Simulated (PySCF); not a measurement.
```yaml
atoms:
  - { symbol: O, position_ang: [0.0000, 0.0000, 0.1088] }
  - { symbol: H, position_ang: [0.0000, 0.0000, -0.8703] }
```

Basis set: cc-pVTZ (spherical functions). Frozen core: 1 orbital. Charge 1, multiplicity 1.

Starred EOM-CCSD(T)(a) on the restricted Hartree–Fock determinant with PySCF 2.14.0; the energies are vertical.

Problem. The solver was asked for the few lowest roots only. Give the electron affinities of singlet OH(+) among them whose weight of singles is over 0.7 (positive where the electron binds).

Solution.

```json
{"root": "1", "energy (eV)": "15.51", "weight of singles": "0.96"}
```

Higher main lines weren't sought. Caution: the closed shell is not the ground state.
